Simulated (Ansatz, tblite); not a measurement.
# The cluster Te3−: rung by rung

One table from this session's results is given with a row withheld; the runs are named, their logs left out.

Computed with Ansatz 0.2.0, Gaussian basis. Level: as each input shows.

Plan: GFN1-xTB, GFN2-xTB, PBE-D4/def2-TZVPD, r2SCAN-D4/def2-TZVPD, revPBE-D4/def2-TZVPD, B97M-V/def2-TZVPD, BHLYP-D4/def2-TZVPD, PBE-QIDH/def2-TZVPD, ωB97X-V/def2-TZVPD, PBE-D4/def2-SVPD, PBE0-D4/def2-SVPD, CCSD(T)/def2-SVPD, MP2/def2-TZVPD, RPA/def2-TZVPD.

2 further runs of the same task are left out: 1 that didn't finish, 1 set aside as unsound or not needed.

**The geometry**

The geometry is that of the doublet, from an earlier relaxation (PBE0-D4/def2-SVPD). At that level it is the lowest of the isomers that a small search found.

3 atoms, charge -1, spin multiplicity 2.

Bond lengths: Te1–Te3 2.675 Å, Te2–Te3 2.675 Å. Angles: Te1–Te3–Te2 113.8°.

Coordinates:

```xyz
3
charge -1, multiplicity 2
Te    2.1852   -0.5733    0.3897
Te   -1.7040    1.3511   -0.7255
Te   -0.4811   -0.7778    0.3358
```

Te takes a core potential in the def2 sets. No spin-orbit coupling is included. The ion is computed in the gas phase, without counter-ions or solvent.

PBE0-D4/def2-TZVPD was run before; its log isn't repeated, and its numbers join the tables.

Set-up of the first run:

Tight binding, by tblite at 300 K electronic temperature and without a spin-polarisation term:

```python
tblite.interface.Calculator('GFN1-xTB', numbers, positions, charge=-1, uhf=1).singlepoint()
```

Tight binding, by tblite at 300 K electronic temperature and without a spin-polarisation term:

```python
tblite.interface.Calculator('GFN2-xTB', numbers, positions, charge=-1, uhf=1).singlepoint()
```

start.molden holds the orbitals of an earlier run on this state, given as this run's starting guess.

The input, in.yaml:

```yaml
crystal:
  periodic: [false, false, false]
  atoms:
    - {symbol: Te, position_ang: [2.185164, -0.573320, 0.389655]}
    - {symbol: Te, position_ang: [-1.704040, 1.351070, -0.725498]}
    - {symbol: Te, position_ang: [-0.481125, -0.777750, 0.335843]}
basis:
  gaussian: {orbitals: def2-TZVPD, initial_orbitals: start.molden}
total_charge: -1
magnetization: {spin_polarized: true, initial_magnetization: 1}
hamiltonian: {xc: pbe, dispersion: d4}
scf: {omitted_lower_state_checks: [starts]}
output: {orbitals: {seedname: orbitals}}
```

Launch:

```console
$ ansatz run in.yaml --threads 4 --pin off --events-out ev --progress --plain --max-ram 3916MiB
```

Steps of the session up to this table: PBE-D4/def2-TZVPD; r2SCAN-D4/def2-TZVPD; revPBE-D4/def2-TZVPD; B97M-V/def2-TZVPD; BHLYP-D4/def2-TZVPD; PBE-QIDH/def2-TZVPD; ωB97X-V/def2-TZVPD; PBE-D4/def2-SVPD; PBE0-D4/def2-SVPD; CCSD(T)/def2-SVPD; MP2/def2-TZVPD; RPA/def2-TZVPD.

One table of the session follows, with a row left open; its other results are not shown here.

It belongs to the step «Levels side by side». 

| level | HOMO (eV) | LUMO (eV) | gap (eV) |
| --- | --- | --- | --- |
| PBE-D4/def2-SVPD | -0.41 | 0.04 | 0.45 |
| PBE-D4/def2-TZVPD | -0.42 | 0.06 | 0.48 |
| revPBE-D4/def2-TZVPD | -0.39 | 0.12 | 0.51 |
| r2SCAN-D4/def2-TZVPD | -0.66 | 0.07 | 0.73 |
| B97M-V/def2-TZVPD | -0.68 | 0.15 | 0.83 |
| PBE0-D4/def2-SVPD | -1.39 | 0.47 | 1.86 |
| PBE0-D4/def2-TZVPD | -1.39 | 0.51 | 1.90 |
| BHLYP-D4/def2-TZVPD | ? | ? | ? |
| ωB97X-V/def2-TZVPD | -3.29 | 1.92 | 5.21 |

Q: Estimate the row for BHLYP-D4/def2-TZVPD from the others.

**Answer.** HOMO (eV): -2.12; LUMO (eV): 1.07; gap (eV): 3.20. In the column «HOMO (eV)» it lies between ωB97X-V/def2-TZVPD (-3.29) and PBE0-D4/def2-SVPD (-1.39).
